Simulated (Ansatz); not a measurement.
Start from `CCC(C)=O` and change one atom or group to get `CNC(C)=O`.

Ansatz, PBE0-D4/def2-TZVP geometries, multiplicity 1. Each molecule was computed in one conformer, which needn't be the lowest.

```tsv
property	`CCC(C)=O`
HOMO–LUMO gap (B3LYP/def2-TZVPP) / eV	6.39
LUMO energy (PBE/def2-TZVPP) / eV	-1.46
HOMO energy (PBE0/def2-TZVPP) / eV	-7.17
LUMO energy (PBE0/def2-TZVPP) / eV	-0.27
size of the dipole moment (B3LYP/def2-TZVPP) / D	2.86
size of the dipole moment (ωB97M-V/def2-TZVPP) / D	2.86
```

(1) Give the same properties after the change, and the shifts. (Estimate.)

Answers

(1) The calculation gave: 
```
                                          property  `CNC(C)=O`  shift
             HOMO–LUMO gap (B3LYP/def2-TZVPP) / eV        7.48   1.09
                 LUMO energy (PBE/def2-TZVPP) / eV       -0.17   1.29
                HOMO energy (PBE0/def2-TZVPP) / eV       -7.24  -0.07
                LUMO energy (PBE0/def2-TZVPP) / eV        0.86   1.13
  size of the dipole moment (B3LYP/def2-TZVPP) / D        3.79   0.93
size of the dipole moment (ωB97M-V/def2-TZVPP) / D        3.78   0.92
```

With PBE0 the HOMO falls by 0.07 eV and the LUMO rises by 1.13 eV, so the gap widens by about 1.20 eV. PBE moves the HOMO by -0.03 eV and ωB97M-V by -0.04 eV. Dipoles are sizes alone; their direction can turn.

B3LYP here is the variant with VWN-RPA as its local correlation; programs differ in this.
